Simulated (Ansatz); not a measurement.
Rhombohedral A7 Sb, treated with PBE (PAW; Ansatz, a quantum-chemistry and plane-wave program).

Run with plane-wave cutoff 520 eV, 18×18×18 k mesh, Fermi–Dirac smearing 0.08 eV (set by the program), scalar-relativistic PAW data made under PBE.

Cell (measured lattice):

```cif
data_Sb2
_chemical_formula_sum 'Sb2'
_space_group_name_H-M_alt 'P 1'
_space_group_IT_number 1
_cell_length_a 4.50655
_cell_length_b 4.50655
_cell_length_c 4.50655
_cell_angle_alpha 57.112
_cell_angle_beta 57.112
_cell_angle_gamma 57.112
loop_
_space_group_symop_operation_xyz
  'x, y, z'
loop_
_atom_site_label
_atom_site_type_symbol
_atom_site_fract_x
_atom_site_fract_y
_atom_site_fract_z
_atom_site_occupancy
Sb1 Sb 0.76462 0.76462 0.76462 1
Sb2 Sb 0.23538 0.23538 0.23538 1
```

Q: What does this level give for the elastic constant C11, Poisson ratio, elastic constant C12, elastic constant C44, elastic constant C13, elastic constant C33 and elastic constant C66?

A: 
- elastic constant C11 = 94.5 GPa
- Poisson ratio = 0.250
- elastic constant C12 = 26.8 GPa
- elastic constant C44 = 38.5 GPa
- elastic constant C13 = 29.9 GPa
- elastic constant C33 = 48.5 GPa
- elastic constant C66 = 33.8 GPa

Note: the cell isn't this level's own, so it is under some stress, which shifts stiffness and frequencies.

Elastic constants are with the ions relaxed.

Spin–orbit coupling is not included.

It cost around 40 core-minutes (rough) of CPU time.
